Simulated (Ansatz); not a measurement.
The reference is InSb in the zinc blende structure (space group F-43m, No. 216; a = 6.635 Å).

Levels (all Ansatz, a first-principles code, PAW, earlier PAW set): PBE (420 eV, without spin-orbit coupling); PBEsol (420 eV, no SOC).

Levels that relaxed their own cell: PBE and PBEsol.

```
level   lattice parameter a
------  -------------------
PBE                 6.635 Å
PBEsol              6.519 Å
```

Measured: lattice parameter a 6.468 Å (static lattice; corrected from measurement; as listed in Daniel Mejia-Rodriguez, S. B. Trickey, Phys. Rev. B (2018)).

Computed minus measured — lattice parameter a: PBE +2.6 %, PBEsol +0.8 % (closest: PBEsol).

Whether these cells are dynamically stable was not tested. The final runs are not spin-polarised.
